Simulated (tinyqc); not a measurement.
Worked calculation: extended Hueckel theory, for SiH2. One step of it, computed by the program tinyqc.

Question. Wolfsberg-Helmholz matrix. H_ij = K' S_ij (H_ii + H_jj)/2 for i != j (the diagonal keeps H_ii), with K' = K + D^2 + D^4 (1 - K), D = (H_ii - H_jj)/(H_ii + H_jj), K = 1.75.

overlap S, lower triangle:
```
,1Si 3s,1Si 3px,1Si 3py,1Si 3pz,2H 1s,3H 1s
1Si 3s,1.000000
1Si 3px,0.000000,1.000000
1Si 3py,0.000000,0.000000,1.000000
1Si 3pz,0.000000,0.000000,0.000000,1.000000
2H 1s,0.437971,0.000000,0.456973,0.289019,1.000000
3H 1s,0.437971,0.000000,-0.456973,0.289019,0.052892,1.000000
```

diagonal H_ii (eV): 1Si 3s -17.300000, 1Si 3px -9.200000, 1Si 3py -9.200000, 1Si 3pz -9.200000, 2H 1s -13.600000, 3H 1s -13.600000

K = 1.750000

Give: H.

Answer.

H (eV), lower triangle:
```
,1Si 3s,1Si 3px,1Si 3py,1Si 3pz,2H 1s,3H 1s
1Si 3s,-17.3000
1Si 3px,0.0000,-9.2000
1Si 3py,0.0000,0.0000,-9.2000
1Si 3pz,0.0000,0.0000,0.0000,-9.2000
2H 1s,-11.9376,0.0000,-9.3052,-5.8852,-13.6000
3H 1s,-11.9376,0.0000,9.3052,-5.8852,-1.2588,-13.6000
```
